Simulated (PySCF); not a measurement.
# BO⁻ at PBE0

Level: PBE0. B aug-cc-pVDZ, O aug-cc-pVDZ; no relativity (PySCF 2.14).

```json
{
 "state": "¹Σ⁺ (singlet), closed shell",
 "bond length": "2.344 bohr",
 "harmonic wavenumber": "1720 cm⁻¹",
 "force constant": "11.4 mdyn/Å",
 "rotational constant Be": "1.681 cm⁻¹",
 "anharmonicity ωexe": "10.9 cm⁻¹",
 "vibration–rotation constant αe": "0.0163 cm⁻¹",
 "well depth De to B + O⁻": "894 kJ/mol",
 "dissociation energy D0": "884 kJ/mol",
 "HOMO–LUMO gap": "4.49 eV",
 "bond order (Mayer)": "2.05",
 "dipole moment (positive dipole points towards O; it is taken about the centre of mass and depends on that origin)": "2.38 D"
}
```

For an ion De counts to the pair picked by the measured ionisation energies or electron affinities, which need not be the lowest pair at this level.
